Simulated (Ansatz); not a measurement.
```yaml
crystal:
  periodic: [false, false, false]
  atoms:
    - {symbol: Xx, position_ang: [0.369979, -1.178437, 0.175609]}
    - {symbol: C, position_ang: [0.142213, -0.100627, 0.479080]}
    - {symbol: O, position_ang: [-0.098665, 0.407965, 1.690927]}
    - {symbol: C, position_ang: [-0.230699, 0.841897, -0.728967]}
    - {symbol: N, position_ang: [-0.241195, 0.605870, -1.813648]}
    - {symbol: F, position_ang: [-0.466565, 1.959395, -0.020049]}
    - {symbol: H, position_ang: [0.307405, -1.872234, -0.820706]}
    - {symbol: H, position_ang: [0.439121, -2.081884, 0.909315]}
    - {symbol: H, position_ang: [0.059547, -0.280627, 2.297312]}
    - {symbol: H, position_ang: [-0.369879, 1.467400, -2.496809]}
basis:
  gaussian: {orbitals: "6-31++G**", final_grid: {core_spheres: 20, valence_spheres: 16, degree: 47}}
total_charge: 1
magnetization: {spin_polarized: true, initial_magnetization: 1}
hamiltonian: {xc: {name: SPW92}}
output: {forces: true}
```

```sh
$ ansatz run in.yaml --threads 4 --pin off --events-out ev --progress --plain --max-ram 10444MiB
```

Shortened log:

```
Error: YAML parse error: error: line 4 column 16: `Xx` is not an element symbol (H … Og, case-exact)
 --> <input>:4:16
2 |   periodic: [false, false, false]
3 |   atoms:
4 |     - {symbol: Xx, position_ang: [0.369979, -1.178437, 0.175609]}
5 |     - {symbol: C, position_ang: [0.142213, -0.100627, 0.479080]}
6 |     - {symbol: O, position_ang: [-0.098665, 0.407965, 1.690927]}
```

(1) What is wrong with this run?

Results:

(1) An element symbol is wrong. The input was rejected before any iteration.
